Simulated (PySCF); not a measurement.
## Choosing a basis for TDDFT

Compound: OF2.
SMILES: `FOF`

TDDFT with PBE0 (PySCF), vertical singlets, core orbitals frozen in the response, spherical d and f functions. Geometry: PBE0-D3(BJ)/def2-SVP; no solvent, vibrations or thermal averaging.

| basis | functions | diffuse | S1 (eV) | S2 (eV) | S3 (eV) | S4 (eV) | S5 (eV) | LUMO (eV) | α (au) |
| --- | --- | --- | --- | --- | --- | --- | --- | --- | --- |
| 6-31G* | 42 | no | 4.88 | 5.51 | 8.08 | 8.20 | 8.56 | -1.36 | 9.4 |
| def2-SVP | 42 | no | 4.97 | 5.55 | 8.13 | 8.23 | 8.62 | -1.62 | 8.7 |
| 6-31+G* | 54 | yes | 4.72 | 5.39 | 8.01 | 8.13 | 8.46 | -2.20 | 12.1 |
| def2-SVPD | 69 | yes | 4.84 | 5.44 | 8.09 | 8.20 | 8.55 | -2.24 | 13.7 |
| aug-cc-pVDZ | 69 | yes | 4.71 | 5.38 | 8.00 | 8.13 | 8.45 | -2.18 | 13.2 |
| def2-TZVP | 93 | no | 4.83 | 5.48 | 8.11 | 8.23 | 8.59 | -1.91 | 11.1 |
| def2-TZVPD | 120 | yes | 4.80 | 5.44 | 8.08 | 8.20 | 8.55 | -2.05 | 14.1 |
| aug-cc-pVTZ | 138 | yes | 4.80 | 5.45 | 8.09 | 8.21 | 8.56 | -2.04 | 13.8 |

Question: How much do these states and the polarisability depend on the basis?

Answer: States are compared by their number. Against the largest diffuse basis here (aug-cc-pVTZ, itself not a converged limit), sets without diffuse functions differ by up to 0.17 eV in S1 and 0.06 eV in S5; the smaller diffuse sets differ by up to 0.09 and 0.11 eV. State by state, the largest deviation of a set without diffuse functions is S1 0.17, S2 0.10, S3 0.05, S4 0.02, S5 0.06 eV. The same number needn't mean the same state in each row. Against aug-cc-pVTZ the polarisability deviates by -32% in 6-31G*, -37% in def2-SVP, -13% in 6-31+G*, -1% in def2-SVPD, -4% in aug-cc-pVDZ, -20% in def2-TZVP, +2% in def2-TZVPD.
